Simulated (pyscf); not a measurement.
Optimised with ωB97X-D3(BJ)/def2-SVP in PySCF.

**Question.** For `[F][W]([F])([F])([F])([F])[F]` + `[Cl][Si]([Cl])([Cl])[Cl]` -> `[F][W]([F])([F])([F])([F])[Cl]` + `[F][Si]([Cl])([Cl])[Cl]`, a four-centre exchange (singlet surface; F–W, Cl–Si broken, Cl–W, F–Si formed), PBE/def2-TZVP gives ΔE‡ = 1.59 eV and ΔE = -0.14 eV (zero: the separated reactants). In which direction and how far do r²SCAN/def2-TZVP, B3LYP-D3(BJ)/def2-TZVP, ωB97M-D3(BJ)/def2-TZVP move these?

**Answer.** r²SCAN: ΔE‡ = 1.42 eV, ΔE = -0.17 eV; B3LYP-D3(BJ): ΔE‡ = 1.51 eV, ΔE = -0.16 eV; ωB97M-D3(BJ): ΔE‡ = 1.55 eV, ΔE = -0.09 eV. PBE's barrier lies over all of them, by 0.04 to 0.17 eV. Its reaction energy lies among theirs. This is the saddle that the search found; another between the same sides may lie lower. Elements past Kr carry the def2 core potentials, without spin-orbit coupling.
